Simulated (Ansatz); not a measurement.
**bcc Li**

Method: PBEsol (Ansatz, a first-principles code, PAW).

Settings: plane-wave cutoff 520 eV, 22×22×22 k mesh, Fermi–Dirac smearing 0.05 eV, scalar-relativistic PAW data made under PBE.

Cell (relaxed at this level):

```xyz
1
Lattice="-1.7168 1.7168 1.7168 1.7168 -1.7168 1.7168 1.7168 1.7168 -1.7168" Properties=species:S:1:pos:R:3 pbc="T T T"
Li     0.0000     0.0000     0.0000
```

```json
{
 "bulk modulus B0": "13.7 GPa",
 "band_gap": "zero (no gap)",
 "pressure derivative B′ of the bulk modulus": "3.3"
}
```

Measured, for comparison: bulk modulus 13.8 GPa (corrected for temperature and zero-point phonon effects, our sources range from 13.1 to 13.9; as tabulated in Levämäki et al. (2014), arXiv:1402.3671). Computed (rounded) less measured: bulk modulus -0.7 % (inside the range of the sources held).

Static lattice: no zero-point or thermal effects.

It cost very roughly 22 core-seconds of CPU time.
